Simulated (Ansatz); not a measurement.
```yaml
crystal:
  periodic: [false, false, false]
  atoms:
    - {symbol: N, position_ang: [-0.264048, 0.014310, 0.894538]}
    - {symbol: S, position_ang: [-0.114342, 0.018007, 0.151574]}
    - {symbol: F, position_ang: [0.502940, -0.567056, -0.320101]}
    - {symbol: F, position_ang: [-0.694094, -0.182472, -0.546101]}
    - {symbol: F, position_ang: [0.325059, 0.764453, -0.295176]}
basis:
  gaussian: {orbitals: cc-pCVTZ}
hamiltonian: {xc: {name: r2SCANh}, dispersion: d4}
output: {forces: true}
```

```sh
$ ansatz run in.yaml --threads 4 --pin off --events-out ev --progress --plain --max-ram 10444MiB
```

Output, abridged:

```
Functional definition: r2SCANh
1207 factors; their error is unknown
mean field evaluation 1: about -20249.5966 eV, gradient 1.8e2 eV
mean field evaluation 2: about -20154.4577 eV, gradient 2.8e2 eV
mean field evaluation 4: about -20284.7778 eV, gradient 1.9e1 eV
mean field evaluation 8: about -20285.1778 eV, gradient 5.7e-1 eV
mean field evaluation 16: about -20285.1753 eV, gradient 1.2e-4 eV
mean field -20285.17531914 eV, -745.4664431927 hartree, gradient 4.1e-5 eV, S^2 0.000000; 0 other end points of the search recorded, 0 dependent functions left out
reference -20285.17532434 eV, -745.4664433837 hartree; 25, 25 occupied and 206, 206 virtual orbitals, 1207 factors
Total energy: -20285.19817034 eV, -745.4672829589 hartree
Atom 0 at    -0.264048     0.014310     0.894538 Å, force  -100.345412    -3.567223   490.611299 eV/Å
Atom 1 at    -0.114342     0.018007     0.151574 Å, force    61.353572    17.527299  -200.468675 eV/Å
Atom 2 at     0.502940    -0.567056    -0.320101 Å, force   140.358804  -134.352790   -64.030732 eV/Å
Atom 3 at    -0.694094    -0.182472    -0.546101 Å, force  -177.730911   -39.625020  -158.418136 eV/Å
Atom 4 at     0.325059     0.764453    -0.295176 Å, force    76.363947   160.017734   -67.693757 eV/Å
Dipole moment:     0.136897     0.015966    -0.999908 e Å
```

Problem. What is wrong with this run?

Solution. The geometry is squeezed to about two thirds of its size. Self-consistency was reached. The result belongs to that input, not to the molecule as meant.
